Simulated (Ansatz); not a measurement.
## Al–AlH–Cl, triplet in cc-pVDZ: errors against UCCSDT(Q)

Geometry: displaced at random from a stationary point.

| atom | x (Å) | y (Å) | z (Å) |
| --- | --- | --- | --- |
| Al | 0.0839 | -0.3870 | 2.2283 |
| Al | -0.0810 | 0.8495 | 0.0162 |
| Cl | -0.0044 | -0.4185 | -1.7052 |
| H | 0.0787 | 2.3392 | -0.1035 |

Basis cc-pVDZ; Ansatz 0.2.0. Correlated methods freeze the noble-gas cores, which leaves 14 electrons in 44 orbitals. R marks a restricted (for open shells ROHF) determinant, U an unrestricted one.

Full CI isn't at hand for all of this; UCCSDT(Q) serves as the reference, and is uncertain by about the last step of the cluster series. The frozen core follows each run's orbitals, which can shift R against U totals by a few meV.

For open shells CISD is restricted-active-space CI with the open shells as a complete middle space.

* UHF ⟨S²⟩: 2.017
* T1 diagnostic (RCCSD): 0.0321
* largest doubles amplitude (RCCSD): 0.077
* T1 diagnostic (UCCSD): 0.0232

```json
{"level": "UHF", "E − E(RHF) (eV)": "-0.0903"}
{"level": "RMP2", "E − E(RHF) (eV)": "-6.1217"}
{"level": "UMP2", "E − E(RHF) (eV)": "-6.1342"}
{"level": "RCCSD", "E − E(RHF) (eV)": "-7.1268"}
{"level": "UCCSD", "E − E(RHF) (eV)": "-7.1329"}
{"level": "RCCSD(T)", "E − E(RHF) (eV)": "-7.3168"}
{"level": "UCCSD(T)", "E − E(RHF) (eV)": "-7.3174"}
```

Q: Estimate how far UCCSDT(Q) in cc-pVDZ lies from RCCSD(T). The table doesn't fix it; the size of (T) and the diagnostics are the guide.

A: UCCSDT(Q) in cc-pVDZ lies 1.25 kcal/mol below RCCSD(T), which is 29 % of the (T) step (-4.38 kcal/mol). T1 is raised, and the rest is a large part of (T). The miss exceeds 1 kcal/mol.

The other levels:

| level | E − E(UCCSDT(Q)) (kcal/mol) | share of correlation (%) | wall time |
| --- | --- | --- | --- |
| CISD | 22.66 | 86.67 | 12 s |
| BCCD(T) | 1.19 | 99.30 | 20 s |
| RCCSDT | 0.38 | 99.78 | – |
| UCCSDT | 0.36 | 99.79 | – |
| RCCSDT(Q) | 0.02 | 99.99 | 4.9 min |

The correlation energy at UCCSDT(Q), counted from RHF, is -7.371 eV. That run took 4.7 min on 1 thread of Arm Neoverse N1, shared host.

Times hold each run's SCF and search for its determinant on a shared host, so for small cases they say little of a method's own cost; they ran on 1 thread of Arm Neoverse N1.
